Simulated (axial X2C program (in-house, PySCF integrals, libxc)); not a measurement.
Potential curves of AlN⁺, with spin–orbit coupling

Computed with an axial X2C code built on PySCF integrals. Two-component (2c) means X2C with spin–orbit coupling and atomic mean-field two-electron Coulomb and Gaunt terms. Basis: Al dyall-v3z [8s8p2d1f], N dyall-av3z [7s7p3d2f] (cores contracted in-house); Gaussian nuclei, density fitting, unrestricted open shells. Masses: Al 26.982 u, N 14.003 u.

State: Ω = 3/2 (⟨Sz⟩ = 1.50, ⟨Lz⟩ = 0.00 at r2SCAN). Energies in cm⁻¹ from the fragments at the same level (Al+ + N). Fits are polynomials in 1 − R0/R over 0.85 to 1.23 times the lowest point R0.

| R (Å) | r2SCAN | PBE0 |
| --- | --- | --- |
| 1.8209 | -2480 | -1425 |
| 1.9046 | -3605 | -2498 |
| 1.9674 | -3990 | -2872 |
| 2.0302 | -4116 | -3014 |
| 2.0930 | -4069 | -3013 |
| 2.1663 | -3882 | -2909 |
| 2.2395 | -3618 | -2752 |
| 2.3337 | -3234 | -2527 |
| 2.4488 | -2769 | -2257 |
| 2.6162 | -2192 | -1908 |

One determinant describes the state; a PBE0 search over occupations chose it and may have missed a lower one. De is counted from the lowest determinant-based energies of the atoms at the same level, without counterpoise correction. Density functionals use the spin component along the axis (collinear). With several unpaired electrons one determinant need not be a pure state. The bond is weak and the correlated curve of this state has no minimum in the scanned range, so this well may be an artefact of the functional. This is the top spin component of a Σ state; components of lower Ω are not single determinants and can lie lower.

(1) Fit the r2SCAN curve near its minimum: give the equilibrium distance, the harmonic wavenumber and the well depth.

(2) What are Re, ωe and De at the PBE0 level?

## Answers

(1) At r2SCAN, 2c: Re = 2.041 Å, ωe ≈ 382 cm⁻¹, De = 0.51 eV to Al+ + N; Be follows as 0.439 cm⁻¹.

(2) At PBE0, 2c: Re = 2.060 Å, ωe ≈ 320 cm⁻¹, De = 0.38 eV to Al+ + N; Be follows as 0.431 cm⁻¹.
